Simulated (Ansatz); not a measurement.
**Worked example: HC–CH⁺, doublet against HC–CH, singlet**

Geometry (PBE0/def2-TZVP stationary point of a singlet), kept for both states (HC–CH, singlet: Σg⁺g; HC–CH⁺, doublet: Πu):

```xyz
4

C     0.0000    0.0000    0.5985
C     0.0000    0.0000   -0.5985
H     0.0000    0.0000    1.6632
H     0.0000    0.0000   -1.6632
```

Basis cc-pVDZ; Ansatz 0.2.0. Correlated methods freeze the noble-gas cores. Prefix R: restricted or restricted open-shell reference; prefix U: unrestricted.

Full CI isn't at hand for all of this; RCCSDTQ serves as the reference, and is uncertain by the last step of the cluster series or more. The frozen core follows each run's orbitals, which can shift R against U totals by a few meV.

| level | E(HC–CH, singlet) (hartree) | E(HC–CH⁺, doublet) (hartree) |
| --- | --- | --- |
| UHF | -76.825981 | -76.464871 |
| UMP2 | -77.080473 | -76.661315 |
| UCCSD(T) | -77.108619 | -76.695137 |
| PBE | -77.221698 | -76.804246 |
| r2SCAN | -77.278055 | -76.864763 |
| RCCSDTQ | -77.109907 | -76.696470 |

Task: Give the vertical gap, HC–CH⁺ doublet less HC–CH singlet, at each level in eV (1 hartree = 27.2114 eV), and each error against RCCSDTQ.

Result: RCCSDTQ: (-76.696470 − (-77.109907)) × 27.2114 = 11.250 eV (the reference)
r2SCAN: (-76.864763 − (-77.278055)) × 27.2114 = 11.246 eV, error -0.004 eV
PBE: (-76.804246 − (-77.221698)) × 27.2114 = 11.359 eV, error 0.109 eV
UCCSD(T): (-76.695137 − (-77.108619)) × 27.2114 = 11.251 eV, error 0.001 eV
UMP2: (-76.661315 − (-77.080473)) × 27.2114 = 11.406 eV, error 0.156 eV
UHF: (-76.464871 − (-76.825981)) × 27.2114 = 9.826 eV, error -1.424 eV

Total energies of functionals can't be set beside those of wave-function methods, since they hold the core's correlation and their own absolute errors; only the differences compare.

In so small a basis the reference is far from its limit while semilocal and hybrid functionals are nearer theirs, so the functionals' errors here hold much of the reference's basis and frozen-core error, which can add to them or hide them.

Each level lands on the state that its own search finds. T1 diagnostics of restricted CCSD: 0.012 and 0.012.
